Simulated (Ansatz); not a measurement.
in.yaml

```yaml
crystal:
  periodic: [false, false, false]
  atoms:
    - {symbol: B, position_ang: [0.000000, 0.000000, 0.858948]}
    - {symbol: C, position_ang: [0.000000, 0.000000, 2.323105]}
    - {symbol: H, position_ang: [0.000000, 0.000000, -3.182052]}
basis:
  gaussian: {orbitals: 6-31G}
correlation: {method: fci, electrons: outside_noble_gas}
```

```sh
$ ansatz run in.yaml --threads 1 --pin off --events-out ev --progress --plain --max-ram 2393MiB
```

Log:

```
442 factors; integrals over basis functions are off by at most 1.3e-7 eV
mean field evaluation 1: about -1691.8387 eV, gradient 3.2e1 eV
mean field evaluation 2: about -1691.8425 eV, gradient 3.2e1 eV
mean field evaluation 4: about -1693.9329 eV, gradient 2.8e1 eV
mean field evaluation 8: about -1695.6571 eV, gradient 2.0e1 eV
mean field evaluation 16: about -1701.8058 eV, gradient 1.7e-4 eV
mean field evaluation 32: about -1698.0298 eV, gradient 2.3e0 eV
mean field evaluation 64: about -1699.0427 eV, gradient 2.3e0 eV
mean field evaluation 96: about -1696.4382 eV, gradient 1.0e1 eV
mean field -1701.80576164 eV, -62.5402082151 hartree, gradient 2.4e-6 eV, S^2 0.000000; 7 other end points of the search recorded, 0 dependent functions left out; unrestricted orbitals would lower it
mean field evaluation 128: about -1707.7825 eV, gradient 2.7e-1 eV
determinant -1701.80576164 eV, -62.5402082151 hartree, with singles and doubles -1708.95703666 eV, -62.8030127246 hartree
determinant -1700.97109715 eV, -62.5095348606 hartree, with singles and doubles -1708.58658310 eV, -62.7893988075 hartree
determinant -1698.74632068 eV, -62.4277758335 hartree, with singles and doubles -1706.72094387 eV, -62.7208378301 hartree
determinant -1701.80576164 eV, -62.5402082151 hartree, with singles and doubles -1709.90228528 eV, -62.8377499705 hartree
determinant -1700.97109715 eV, -62.5095348606 hartree, with singles and doubles -1709.84336833 eV, -62.8355848128 hartree
unrestricted determinant -1707.81652069 eV, -62.7610995357 hartree, S^2 2.0020
2 core orbitals not correlated: weight in the atoms' cores, before any rotation towards them, 1.000 or more for the frozen orbitals, at most 0.000 for the correlated occupied ones
reference -1701.80576164 eV, -62.5402082151 hartree; 4, 4 occupied and 14, 14 virtual orbitals, 442 factors
state -1711.68948738 eV, -62.9034284363 hartree
Total energy: -1711.68948738 eV, -62.9034284363 hartree
```

Natural occupations: 1.9678 1.8471 1.6147 1.0000 0.9596 0.3657 0.1454 0.0549 0.0181 0.0067 0.0057 0.0040 0.0037 0.0027 0.0019 0.0011 0.0008 0.0000.

Ran on 1 thread of Arm Neoverse V2, shared host: 24 s wall, 0.3 GiB peak host memory.
